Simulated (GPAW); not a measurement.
**CH6SSi (Si(SMe)H3): revPBE/dzp (scalar-relativistic datasets)**

Wanted: a geometry optimisation of CH6SSi (Si(SMe)H3). The job is set up through an ASE script.

Program for the calculation: GPAW 26.7.0.

4 further runs of the same task are left out: 2 that didn't finish, 2 set aside as unsound or not needed.

**1. The structure to begin with**

The species is CH6SSi (9 atoms), meant as a singlet with charge 0. As SMILES, `[H][Si]([H])([H])SC`. Geometry: relaxed at GFN2-xTB. The run starts from this shape.

Bond lengths: Si1–S2 2.141 Å, S2–C3 1.821 Å, C3–H4 1.086 Å, C3–H5 1.085 Å, C3–H6 1.086 Å, Si1–H7 1.460 Å, Si1–H8 1.449 Å, Si1–H9 1.460 Å. Some angles: Si1–S2–C3 100.3°, S2–Si1–H7 108.3°, S2–Si1–H8 103.5°, S2–Si1–H9 107.6°, S2–C3–H4 109.6°, S2–C3–H5 106.8°, S2–C3–H6 109.9°, H7–Si1–H8 113.4°, H7–Si1–H9 109.9°, H8–Si1–H9 113.6°.

**2. A geometry optimisation at revPBE/dzp (scalar-relativistic datasets)**

Contents of molecule.xyz:

```xyz
9

Si    -0.367610     0.847030    -1.211930
S     -0.424760     0.796280     0.927960
C      0.355170    -0.820020     1.235220
H     -0.246300    -1.606270     0.789020
H      0.395280    -0.950100     2.311360
H      1.359700    -0.829060     0.823290
H      1.030150     0.837800    -1.633380
H     -1.060400     2.076470    -1.540820
H     -1.041220    -0.352130    -1.700720
```

Contents of molecule_relax.py:

```python
from ase.io import read, write
from ase.optimize import BFGS
from gpaw import GPAW

# Structure
atoms = read('molecule.xyz')
atoms.center(vacuum=4.5)

# DFT calculator
gpaw_calc = GPAW(mode='lcao',
                 basis='dzp',
                 h=0.18,
                 xc='revPBE',
                 occupations={'name': 'fermi-dirac', 'width': 0.02},
                 maxiter=100,
                 poissonsolver={'name': 'MomentCorrectionPoissonSolver', 'poissonsolver': 'fast', 'moment_corrections': 9},
                 symmetry='off',
                 txt='-')
atoms.calc = gpaw_calc

opt = BFGS(atoms, trajectory='molecule.traj')
converged = opt.run(fmax=0.03, steps=60)
print('Converged:', converged)
print(f'Final energy = {atoms.get_potential_energy():.5f} eV')
write('relaxed.xyz', atoms)
```

On the command line:

```console
$ OMP_NUM_THREADS=1 python molecule_relax.py
```

What values should one expect? Wanted: energy as printed; dipole moment; HOMO energy; LUMO energy; HOMO–LUMO gap.

Answer, from the run:

At revPBE/dzp (scalar-relativistic datasets):

```
                                              quantity        value
energy as printed (from the program's reference atoms)  -37.8100 eV
                                         dipole moment       1.21 D
                                           HOMO energy     -5.48 eV
                                           LUMO energy     -0.31 eV
                                         HOMO–LUMO gap      5.17 eV
```

What this shows: At the final geometry: Bond lengths: Si1–S2 2.161 Å, S2–C3 1.843 Å, C3–H4 1.113 Å, C3–H5 1.112 Å, C3–H6 1.113 Å, Si1–H7 1.512 Å, Si1–H8 1.507 Å, Si1–H9 1.512 Å. Some angles: Si1–S2–C3 98.8°, S2–Si1–H7 112.2°, S2–Si1–H8 106.5°, S2–Si1–H9 111.6°, S2–C3–H4 111.5°, S2–C3–H5 106.4°, S2–C3–H6 111.6°, H7–Si1–H8 109.3°, H7–Si1–H9 107.6°, H8–Si1–H9 109.6°. The optimisation took 19 steps and changed the energy by -0.165 eV.
